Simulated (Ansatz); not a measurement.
## Breaking a bond in [SiH3]− (SMILES [SiH3-])

[SiH3]−: 4 atoms, total charge -1, spin state singlet. SMILES: `[SiH3-]`. Geometry: relaxed at PBE0-D4/def2-TZVPD.

```jsonl
{"atom": "Si", "x (Å)": "0.5397", "y (Å)": "-0.0507", "z (Å)": "-0.3009"}
{"atom": "H", "x (Å)": "0.4266", "y (Å)": "0.6223", "z (Å)": "1.0859"}
{"atom": "H", "x (Å)": "-0.2985", "y (Å)": "-1.2837", "z (Å)": "0.1068"}
{"atom": "H", "x (Å)": "-0.6678", "y (Å)": "0.7122", "z (Å)": "-0.8918"}
```

The Si1–H2 distance is scanned; the parts on either side stay rigid. Basis 3-21G, 5 core orbitals frozen in the correlated methods; program Ansatz 0.2.0. FCI is exact within this basis and core. Energies in eV from each method's value at 1.546 Å; methods without a U are spin-restricted. The set has no diffuse functions, which an anion needs. The shape above is that at 1.546 Å.

```
distance (Å)  SVWN5  B3LYP  BHLYP  RPA@PBE  CCSDT   FCI
       1.546   0.00   0.00   0.00     0.00   0.00  0.00
       1.932   0.44   0.46   0.53     0.35   0.39  0.39
       2.318   1.27   1.29   1.43     1.05   1.12  1.12
       3.091   2.57   2.57   2.87     2.09   2.24  2.25
       3.864   3.25   3.27   3.74     2.54   2.76  2.76
```

Departure from the FCI curve at its largest: SVWN5 +0.48 eV at 3.86 Å; B3LYP +0.50 eV at 3.86 Å; BHLYP +0.97 eV at 3.86 Å; RPA@PBE -0.23 eV at 3.86 Å; CCSDT within 0.005 eV. For the functionals part of the departure is owed to the small basis.
